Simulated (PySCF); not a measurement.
Gas-phase reaction: 5 CH3SiH3 + CH3C(CH3)2CH3 → 5 ethylsilane + 2 H

Computed with PySCF and rigid-rotor harmonic-oscillator thermochemistry at 1 bar. † marks an energy on the PBE0/def2-TZVP geometry and frequencies; other levels use their own. MP2 freezes the core. 6-31G* has spherical d functions here. Open shells (unrestricted): H (multiplicity 2); the rest are closed-shell singlets. B3LYP is the form with VWN-RPA correlation. MP2 isn't extrapolated to the basis-set limit; its ΔH°(298 K) is 513.2 kJ in def2-SVP and 540.1 kJ in def2-TZVPP. The harmonic model lacks anharmonicity and excited electronic states, which grow with temperature; levels with a mode under 35 cm⁻¹ are left out. Internal rotation in CH3SiH3, CH3C(CH3)2CH3, ethylsilane is treated as a harmonic vibration of one conformer, which makes the entropy rough.

```json
[
 {"level": "B3LYP/6-31G*", "ΔE electronic, kJ": "586", "ΔH°(298 K), kJ": "554", "ΔS°(298 K), J/K": "136", "ΔG°(2000 K), kJ": "235"},
 {"level": "B3LYP/def2-TZVP†", "ΔE electronic, kJ": "591", "ΔH°(298 K), kJ": "561", "ΔS°(298 K), J/K": "138", "ΔG°(2000 K), kJ": "242"},
 {"level": "HF/6-31G*", "ΔE electronic, kJ": "483", "ΔH°(298 K), kJ": "450", "ΔS°(298 K), J/K": "135", "ΔG°(2000 K), kJ": "133"},
 {"level": "M06-2X/def2-TZVP†", "ΔE electronic, kJ": "579", "ΔH°(298 K), kJ": "548", "ΔS°(298 K), J/K": "138", "ΔG°(2000 K), kJ": "229"},
 {"level": "MP2/def2-TZVPP†", "ΔE electronic, kJ": "570", "ΔH°(298 K), kJ": "540", "ΔS°(298 K), J/K": "138", "ΔG°(2000 K), kJ": "221"},
 {"level": "PBE/def2-SVP", "ΔE electronic, kJ": "546", "ΔH°(298 K), kJ": "516", "ΔS°(298 K), J/K": "137", "ΔG°(2000 K), kJ": "198"},
 {"level": "PBE/def2-TZVP†", "ΔE electronic, kJ": "560", "ΔH°(298 K), kJ": "530", "ΔS°(298 K), J/K": "138", "ΔG°(2000 K), kJ": "210"},
 {"level": "PBE0/def2-TZVP", "ΔE electronic, kJ": "564", "ΔH°(298 K), kJ": "534", "ΔS°(298 K), J/K": "138", "ΔG°(2000 K), kJ": "214"},
 {"level": "r2SCAN/def2-TZVP†", "ΔE electronic, kJ": "583", "ΔH°(298 K), kJ": "553", "ΔS°(298 K), J/K": "138", "ΔG°(2000 K), kJ": "234"},
 {"level": "ωB97X-V/def2-TZVP†", "ΔE electronic, kJ": "580", "ΔH°(298 K), kJ": "549", "ΔS°(298 K), J/K": "138", "ΔG°(2000 K), kJ": "230"}
]
```
ΔH° is lowest at HF/6-31G* and highest at B3LYP/def2-TZVP†. No reference value is set beside these.
